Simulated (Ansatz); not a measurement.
Process, species as SMILES: [SiH4] (SiH4) → [SiH3-] + H+
B3LYP-D3(BJ)/def2-TZVP geometries, fixed; electronic energies without zero-point terms.

The deprotonation energy at MP2 with Ansatz (a program for electronic structure), in kcal/mol, split into its Hartree-Fock and correlation parts. Cores are frozen. No added dispersion term, no relativity. Functions are those of the species that has most.

```json
[
 {"basis": "aug-cc-pV(D+d)Z", "X": "2", "functions": "68", "Hartree-Fock": "384.53", "MP2": "378.39"},
 {"basis": "aug-cc-pV(T+d)Z", "X": "3", "functions": "147", "Hartree-Fock": "386.28", "MP2": "379.83"},
 {"basis": "aug-cc-pV(Q+d)Z", "X": "4", "functions": "273", "Hartree-Fock": "386.74", "MP2": "380.24"}
]
```

Worked estimate of the basis-set limit from each neighbouring pair, with Hartree-Fock from the larger set and the correlation part extrapolated as X^-3.
Correlation parts: X = 2: -6.14, X = 3: -6.45, X = 4: -6.50.
- (2,3): (27·(-6.45) - 8·(-6.14))/19 = -6.58; with Hartree-Fock 386.28 the estimate is 379.70 kcal/mol.
- (3,4): (64·(-6.50) - 27·(-6.45))/37 = -6.54; with Hartree-Fock 386.74 the estimate is 380.20 kcal/mol.
The last two estimates differ by 0.50 kcal/mol; the largest set lies 0.04 from the last. Over the last step Hartree-Fock moves by 0.46 and the correlation part by -0.05.
